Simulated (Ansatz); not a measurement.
The input, for Ansatz 0.2.0:

```yaml
crystal:
  periodic: [false, false, false]
  atoms:
    - {symbol: Si, position_ang: [0.000000, -0.139453, 1.671406]}
    - {symbol: Ge, position_ang: [0.000000, 0.056604, -0.661833]}
    - {symbol: H, position_ang: [0.000000, 1.267918, 2.228287]}
    - {symbol: H, position_ang: [0.000000, -1.461483, -1.103914]}
basis:
  gaussian: {orbitals: cc-pVDZ}
magnetization: {spin_polarized: true, initial_magnetization: 0}
correlation: {method: ccsdt_q, electrons: outside_noble_gas}
```

```sh
$ ansatz run in.yaml --threads 1 --pin off --events-out ev --progress --plain --max-ram 4096MiB --backend cpu
```

Log:

```
1088 factors; integrals over basis functions are off by at most 1.9e-7 eV
mean field evaluation 1: about -64362.3366 eV, gradient 6.2e0 eV
mean field evaluation 2: about -64362.3550 eV, gradient 6.2e0 eV
mean field evaluation 4: about -64362.8666 eV, gradient 5.4e-1 eV
mean field evaluation 8: about -64362.8759 eV, gradient 7.2e-3 eV
mean field evaluation 16: about -64363.0469 eV, gradient 1.2e0 eV
mean field evaluation 32: about -64363.9121 eV, gradient 1.0e-1 eV
mean field evaluation 64: about -64362.8758 eV, gradient 2.1e-2 eV
mean field evaluation 96: about -64363.0287 eV, gradient 3.4e-1 eV
mean field evaluation 128: about -64364.3840 eV, gradient 2.3e-1 eV
mean field evaluation 160: about -64364.2898 eV, gradient 4.1e-1 eV
...
cycle  24  -5.19955439 eV  change   -1.1e-4 eV  update   7.5e-5
cycle  25  -5.19954740 eV  change    7.0e-6 eV  update   5.3e-5
cycle  26  -5.19950156 eV  change    4.6e-5 eV  update   3.6e-5
cycle  27  -5.19946168 eV  change    4.0e-5 eV  update   2.3e-5
cycle  28  -5.19944495 eV  change    1.7e-5 eV  update   1.4e-5
cycle  29  -5.19944190 eV  change    3.1e-6 eV  update   8.7e-6
cycle  30  -5.19944215 eV  change   -2.5e-7 eV  update   5.3e-6
cycle  31  -5.19944275 eV  change   -6.0e-7 eV  update   3.1e-6
cycle  32  -5.19944231 eV  change    4.4e-7 eV  update   1.8e-6
cycle  33  -5.19944160 eV  change    7.1e-7 eV  update   1.2e-6
perturbative correction -0.03386086 eV, -0.0012443636 hartree
Total energy: -64369.61947478 eV, -2365.5398844031 hartree
```

Ran on 1 thread of AMD EPYC 7R13, shared host: 69 s wall, 0.35 GiB peak host memory.
